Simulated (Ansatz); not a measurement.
A nudged elastic band was laid between two geometries of BH4NO + H2 (9 atoms, charge 0, multiplicity 1).

Method: RKS PBE-D4/def2-SVP (Ansatz 0.2.0).

| Quantity | Value |
| --- | --- |
| movable images | 7 |
| climbing image | yes |
| spring | 5.0 eV/Å² |
| optimiser | quadratic models (default) |
| start path | through a guess of the saddle point |
| force threshold | 0.05 eV/Å |
| iteration limit | 60 |
| end points | relaxed |

First end point:

```xyz
9
Properties=species:S:1:pos:R:3
B 0.183 -0.699 0.246
N 0.060 -0.167 1.547
H -0.838 -0.024 2.003
H 0.869 0.053 2.131
O 1.444 -0.903 -0.270
H 1.404 -1.258 -1.173
H -0.829 -0.963 -0.389
H -0.547 3.158 1.167
H -0.375 2.407 1.169
```

Last end point:

```xyz
9
Properties=species:S:1:pos:R:3
B 0.161 0.385 0.006
N -0.122 0.343 1.688
H -0.377 -0.597 2.026
H 0.746 0.617 2.172
O 1.316 -0.437 -0.217
H 1.054 -1.292 -0.592
H -0.919 -0.008 -0.463
H 0.379 1.593 -0.153
H -0.866 1.000 1.964
```

Which bonds break or form, and what moves?

Bonds broken: H8–H9. Bonds formed: B1–H8, N2–H9. BH4NO + H2 becomes BH6NO.

What energy profile does the band end with?

The run converged. The highest image is number 4 of 0 to 8, 1.70 eV above the first end and 1.23 eV above the last; the last end lies 0.47 eV above the first. Neighbouring images differ by up to 1.3 eV, so the band resolves the path poorly. A vibrational analysis at the climbing image gives one clearly imaginary mode, 1273i cm⁻¹: a first-order saddle point. The orbitals stay closed-shell, which can raise the energy where a bond breaks towards radicals; this wasn't checked here.

| image | path coordinate (Å) | energy (eV) | H8–H9 (Å) | B1–H8 (Å) | N2–H9 (Å) |
| --- | --- | --- | --- | --- | --- |
| 0 | 0.00 | 0.00 | 0.77 | 4.03 | 2.64 |
| 1 | 0.86 | 0.01 | 0.77 | 3.63 | 2.65 |
| 2 | 1.72 | 0.05 | 0.77 | 3.10 | 2.58 |
| 3 | 2.58 | 0.38 | 0.78 | 2.27 | 2.09 |
| 4 | 3.44 | 1.70 | 1.05 | 1.47 | 1.33 |
| 5 | 4.04 | 0.88 | 1.72 | 1.28 | 1.04 |
| 6 | 4.64 | 0.55 | 2.29 | 1.25 | 1.03 |
| 7 | 5.24 | 0.49 | 2.39 | 1.24 | 1.03 |
| 8 | 5.84 | 0.47 | 2.53 | 1.24 | 1.03 |

What is the geometry of the highest image?


```xyz
9
Properties=species:S:1:pos:R:3
B 0.040 0.035 0.281
N -0.075 0.296 1.831
H -0.800 -0.198 2.358
H 0.829 0.277 2.317
O 1.284 -0.493 -0.090
H 1.288 -0.763 -1.023
H -1.011 -0.352 -0.221
H -0.023 1.467 -0.030
H -0.159 1.335 1.007
```

Time of the run: 2.8 min on 2 threads of Arm Neoverse V1 (shared host), peak memory 0.14 GiB.
